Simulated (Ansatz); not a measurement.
**bcc Ca (high-temperature phase)**

All values below come from LDA in Ansatz (plane waves, PAW).

Numerical settings: plane-wave cutoff 500 eV, 24×24×24 k mesh, Fermi–Dirac smearing 0.1 eV, scalar-relativistic PAW data made under PBE.

Cell (relaxed at this level):

```
Ca
1.0
   -2.11372     2.11372     2.11372
    2.11372    -2.11372     2.11372
    2.11372     2.11372    -2.11372
Ca
1
Direct
  0.00000   0.00000   0.00000
```

```
Quantity         Result
--------  -------------
band gap  zero (no gap)
```

Note: symmetry holds this phase in the static calculation, where it need not be a minimum; the volume lies 10 % below that of the published cell.

Computed values are for the static lattice.

The result took roughly 50 core-seconds.

Ansatz is a quantum-chemistry and plane-wave program.
